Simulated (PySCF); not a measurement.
ketene: calculation against experiment

**Experimental background.**

NIST CCCBDB Release 22 (SRD 101), experimental dipoles lists, for the gas: dipole moment (microwave Stark effect) 1.42 D.

The runs below try to reproduce these values; the comparison stands at the end.

Species: ketene, C2H2O.
SMILES with atom numbers: `[CH2:1]=[C:2]=[O:3]` (hydrogens: H4, H5 on C1)

Geometry (BHandHLYP/6-31+G*, Å), atoms numbered from 1 in this order:
```
atom  x, y, z in Å
C1    -0.4561   -0.0392    0.2080
C2     0.7887   -0.0666   -0.1928
O3     1.8896   -0.0902   -0.5473
H4    -1.0397   -0.9416    0.1886
H5    -0.8823    0.8853    0.5526
```

The PySCF runs (gas phase, on this BHandHLYP/6-31+G* geometry; no spin–orbit coupling):

```csv
level,job,basis functions,wall time
"BHandHLYP/6-31+G*, grid level 1",geometry optimisation from a GFN2-xTB start,58,4.9 s
```

Hardware: Intel Xeon Platinum 8259CL at 2.50 GHz, one thread, no GPU, shared host.

All basis functions are spherical.

Results beside the measurements:

**Dipole moment.** Measured: 1.42 D (NIST CCCBDB Release 22 (SRD 101), experimental dipoles).

```csv
level,computed (D),computed − measured (D),% (from the printed values)
BHandHLYP/6-31+G*,1.66,+0.24,+17
```

The computed dipoles belong to one fixed geometry; measured ones are averaged over vibrations unless marked μe. Magnitudes are compared, not signs.

No measured geometry was used, and the causes of the misses weren't examined.
